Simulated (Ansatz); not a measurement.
bcc Fe: LDA at its full settings (plane-wave cutoff 520 eV, 26×26×26 k mesh, Fermi–Dirac smearing 0.05 eV, spin-polarised with parallel moments, scalar-relativistic PAW data made under PBE) and at cheaper ones, in a cell of 1 atom with Γ-centred meshes.

```csv
level and setting,equilibrium lattice constant a (Å),bulk modulus (GPa),magnetic moment (μB)
LDA (Ansatz),2.750,249,1.99
LDA (Γ point alone) (Ansatz),2.910,331,4.00
LDA (4×4×4 k mesh) (Ansatz),2.735,283,1.86
```

Largest shifts from the full settings: lattice constant a +5.82 % (LDA (Γ point alone)), against a difference of -3.61 % of the full result from the reference 2.853 Å (measured, static lattice: zero-point anharmonic expansion removed; as tabulated in Mejia-Rodriguez and Trickey (2018), arXiv:1807.09216); bulk modulus +33 % (LDA (Γ point alone)), against a difference of +43 % of the full result from the reference 174 GPa (measured, corrected for temperature and zero-point phonon effects, sources range from 170 to 175; as tabulated in Levämäki et al. (2014), arXiv:1402.3671); magnetic moment +2.01 μB (LDA (Γ point alone)), against a difference of -0.14 μB of the full result from the reference 2.13 μB (measured, temperature not stated, spin, per atom, sources range from 1.98 to 2.13; as tabulated in Ekholm et al. (2018), arXiv:1806.11289).

Ansatz's density-functional and Hartree–Fock values are scalar-relativistic unless marked +SOC, with PAW data made under PBE.

Run with cheap settings on purpose, which may leave them unconverged: LDA (4×4×4 k mesh), LDA (Γ point alone).

Ansatz is a program for electronic structure.
